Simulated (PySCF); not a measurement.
Isomers of C2H2O. Gas-phase values, no solvent. Strings in code marks are SMILES.

Quantity: electronic energy of isomers of C2H2O relative to `C=C=O`, in kcal/mol.

Case: `C1=CO1`. Geometry of `C1OC=1` (neutral, multiplicity 1, Å):

```xyz
5

C     -0.6318    -0.1262    -0.0019
C      0.6277    -0.1450    -0.0012
O      0.0180     1.2040     0.0139
H     -1.6555    -0.4418    -0.0063
H      1.6416    -0.4910    -0.0045
```

Question: What is the computed electronic energy of isomers of C2H2O relative to `C=C=O` (SVWN5/6-31G* // PBE0-D3(BJ)/def2-TZVP (PySCF))?

Answer: 81.3 kcal/mol.
